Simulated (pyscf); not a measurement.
Four-centre exchange: H₂P–PH₂ + H₂O → H₂P–PH₂ + H₂O

Gas phase, singlet surface, charge 0. Bonds broken: P1–H8, H3–O7. Bonds formed: P1–H3, O7–H8. Structures and frequencies: ωB97X-D3(BJ)/def2-SVP in PySCF. MP2 and CC: frozen core, UHF for open shells. ΔMP2 is the change of the MP2 total energy from the triple- to the quadruple-zeta basis.

Transition state (Å):

```xyz
9

P     -1.6487    -0.6013    -0.2544
P     -1.5199     0.8944     1.3555
H      0.1935    -0.7219    -1.2662
H     -2.5366     0.1493    -1.0821
H     -1.7846     0.0473     2.4716
H     -0.1108     0.8675     1.5837
O      0.6831     0.1150    -1.7073
H     -0.1603     0.5837    -1.2410
H      0.4436     0.0679    -2.6538
```

One imaginary mode, 1272i cm⁻¹; descent along it reached the two sides named.

```
bond   change  reactant side (Å)  saddle  product side
-----  ------  -----------------  ------  ------------
P1–H8  breaks              1.422   2.143           3.8
H3–O7  breaks              0.965   1.065           2.6
P1–H3   forms                4.0   2.105         1.425
O7–H8   forms              2.535   1.072         0.967
```

Electronic energies relative to the separated reactants (kJ/mol):

| level | barrier | reaction energy | reverse barrier |
|---|---|---|---|
| ωB97X-D3(BJ)/def2-TZVP | 232.1 | 0.0 | 232.1 |
| PBE/def2-TZVP | 191.7 | 0.0 | 191.7 |
| r²SCAN/def2-TZVP | 208.2 | 0.0 | 208.2 |
| B3LYP-D3(BJ)/def2-TZVP | 221.5 | 0.0 | 221.5 |
| PBE0-D3(BJ)/def2-TZVP | 206.9 | 0.0 | 206.9 |
| M06-2X/def2-TZVP | 225.5 | 0.0 | 225.5 |
| ωB97M-D3(BJ)/def2-TZVP | 225.4 | 0.0 | 225.4 |
| HF/def2-TZVP | 305.3 | 0.0 | 305.3 |
| MP2/def2-QZVPP | 224.1 | 0.0 | 224.1 |
| CCSD/def2-TZVPP | 250.7 | 0.0 | 250.7 |
| CCSD(T)/def2-TZVPP | 236.6 | 0.0 | 236.6 |
| CCSD(T)/def2-TZVPP + ΔMP2(QZVPP) | 234.9 | 0.0 | 234.9 |

With CCSD(T)/def2-TZVPP + ΔMP2(QZVPP) energies and thermal terms (ideal gas, 1 atm, RRHO with modes under 100 cm⁻¹ raised to 100, one conformer, R ln 2 for chiral ones without a mode under 150 cm⁻¹), in kJ/mol:

```
T (K)    ΔH‡    ΔG‡   ΔH   ΔG
-----  -----  -----  ---  ---
298    232.5  271.9  0.0  0.0
600    232.8  311.8  0.0  0.0
900    234.7  350.9  0.0  0.0
1200   237.5  389.3  0.0  0.0
```

This is the saddle that the search found; another between the same sides may lie lower. The CCSD(T) − MP2 part came from Ansatz, without density fitting, on the same reference.
